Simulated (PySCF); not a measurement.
Bonds (- single, = double, # triple, : aromatic): O1=P2 1.463 Å, P2-O3 1.592 Å, P2-O4 1.589 Å. P2 carries H5; O3 carries H6; O4 carries H7.

[PySCF 2.14.0 with density-fitted response routines: geometry from PBE0-D3(BJ)/def2-TZVP; GIAO B97-2/pcSseg-2 shieldings; single conformer; no relativistic terms; one averaged value for each set of equivalent atoms; in vacuum]

Referencing at the same level of theory: ¹H (31.64 ppm) vs TMS; ¹⁷O (327.66 ppm) against H2O; H3PO4 for ³¹P (317.21 ppm).

| atoms | nucleus | count | δ (ppm) |
| --- | --- | --- | --- |
| H6/H7 | ¹H | 2 | ? |
| H5 | ¹H | 1 | 6.99 |
| O1 | ¹⁷O | 1 | 153.0 |
| O3/O4 | ¹⁷O | 2 | 116.0 |
| P2 | ³¹P | 1 | ? |

Estimate the values marked ?.

Results:


- H6/H7: 3.51 ppm, hydrogen on an oxygen bonded to P; labile proton, position sensitive to the medium
- P2: 8.2 ppm, phosphorus bonded to 3 O, H

OH/NH shifts are gas-phase values; hydrogen bonding in solution moves them, usually downfield. Experimental scales use liquid or dissolved standards, which lie at an offset from isolated H2O (liquid H2O: subtract about 36 ppm) and H3PO4.
